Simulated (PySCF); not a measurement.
# AlOF: from structure and modes to constants

Computed with PySCF, B3LYP, basis Al def2-TZVP, O def2-TZVP, F def2-TZVP (no relativity, density fitting).

The singlet minimum has C∞v symmetry. Masses (u): Al 26.98154, O 15.99492, F 18.99840.

```xyz
3
charge 0 multiplicity 1, angstrom
Al   -0.0894    0.0000   -0.0027
O    -1.6861    0.0000   -0.0506
F     1.5465    0.0000    0.0464
```

Harmonic wavenumbers (cm⁻¹): 203.4 (π, ×2), 740.3 (σ+, ×1), 1173.2 (σ+, ×1).

Question: Find the principal moments of inertia and the rotational constants. What kind of rotor is it?

Answer: About the centre of mass I = 91.207 u Å². With B = 16.8576/I this gives 0.1848 cm⁻¹. The molecule is linear.

Question: Give the standard entropy (298.15 K, 1 bar) by its translational, rotational, vibrational and spin parts, and Cp.

Answer: Sackur–Tetrode with M = 61.97 u gives 160.3; rotation with symmetry number 1 gives 66.7; vibration 18.9; spin R ln 1 = 0.0. The total is 245.9 J/(mol K), and Cp = 7/2 R + 19.4 = 48.5 J/(mol K).

Other isomers or separated fragments may lie lower.
